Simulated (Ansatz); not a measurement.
Basis-set extrapolation for `CC([O])=O` radical (PBE0-D4/def2-TZVP geometry, frozen core, Ansatz 0.2.0). Multiplicity 2, UHF reference.

```
                      def2-TZVPP   def2-QZVPP
                 HF  -227.258921  -227.269314
    MP2 correlation    -0.744226    -0.801159
CCSD(T) correlation    -0.813660    -0.866351
```

Energies in hartree. Use E(X) = E(∞) + A·exp(−7.88·√X) for Hartree–Fock and E(X) = E(∞) + B·X^(−2.97) for correlation, with X = 3 and 4.

Q: What is the CCSD(T) energy at the basis-set limit?

A: HF limit: -227.269314 + (-0.010393) × 0.13774 = -227.27075. Correlation limit: -0.866351 + (-0.052691) × 0.74074 = -0.90538. Total: -228.17613 hartree, 2.82 eV below CCSD(T)/def2-TZVPP.
